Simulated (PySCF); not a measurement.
**Telling isomers of C₂H₅NO apart by NMR**

[PySCF: coordinates at the PBE0-D3(BJ)/def2-SVP level; couplings computed with B3LYP/pcJ-1; shielding tensors at PBE0/pcSseg-1 (GIAO); one averaged value for each set of equivalent atoms; a single conformation; relativity neglected; no solvent]

Scale: 1H (31.27 ppm), 13C (184.41 ppm) vs TMS (reference shieldings calculated alike). Multiplet labels drop J under 1 Hz and among equivalent protons, and merge close values. Unscaled 3J(H,H) run several per cent high. Acid and N–H amide carbonyl carbons lie up to 10 ppm further downfield in solution (hydrogen bonding). Shifts are as computed. Against solution values, carbons near 30 ppm lie about +2 ppm off and those near 130 ppm about +5 ppm. Of 1211 compounds with measured shifts, 218 miss one by over three times the rms of a fit or turn the order of signals round; such compounds aren't used in these exercises. Groups on amide-type nitrogens are kept apart (slow C–N rotation). OH and NH positions are gas-phase values without hydrogen bonding to other molecules.

(1) Tabulate the signals of `CC(N)=O`, `C/C=N\O` and their relative energies.

(2) What is the quickest way to tell CC(N)=O from C/C=N\O?

Answers

(1) 
```json
{"SMILES": "CC(N)=O", "carbon types": "1×C 1×CH3", "δC": "167.8, 22.0", "δH": "4.56 (br, 1H), 4.10 (br, 1H), 1.71 (s, 3H)", "E rel. (kcal/mol)": "0.0"}
{"SMILES": "C/C=N\\O", "carbon types": "1×CH 1×CH3", "δC": "149.4, 11.1", "δH": "6.42 (q, 1H), 6.32 (br s, 1H), 1.89 (d, 3H)", "E rel. (kcal/mol)": "53.8"}
```

Energies are electronic energies at PBE0/pcSseg-1 on these geometries, without zero-point or thermal terms, each for the one conformer computed, which needn't be the lowest.

(2) Both give the same number of carbon signals, but DEPT or the intensities differ. The first has an amide carbonyl carbon (C) at 167.8 ppm, the second a C=N carbon (CH) at 149.4 ppm. In the proton spectra the most deshielded non-exchanging signals are 1.71 (s, 3H) and 6.42 (q, J = 6.7 Hz, 1H).
